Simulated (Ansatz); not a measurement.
Results of PBE-D3(BJ) (plane waves, PAW; Ansatz, a quantum-chemistry and plane-wave program) for rhombohedral A7 Sb.

Run with plane-wave cutoff 500 eV, 12×12×12 k mesh, Fermi–Dirac smearing 0.05 eV, scalar-relativistic PAW data made under PBE.

Computed at the level's own relaxed cell.

Estimate the volume per atom, lattice constant a and lattice parameter c that the calculation returns.


* **volume per atom**: 29.77 Å³/atom
* **lattice constant a**: 4.322 Å
* **lattice parameter c**: 11.041 Å

Measured, for comparison: lattice constant a 4.301 Å, lattice parameter c 11.232 Å (78 K, zero-point motion not removed; as tabulated in Schiferl, Barrett, J. Appl. Cryst. 2, 30 (1969), COD 9009654). Computed (rounded) less measured: lattice constant a +0.5 %, lattice parameter c -1.7 %.

Spin–orbit coupling is not included.

Computed values are for the static lattice.
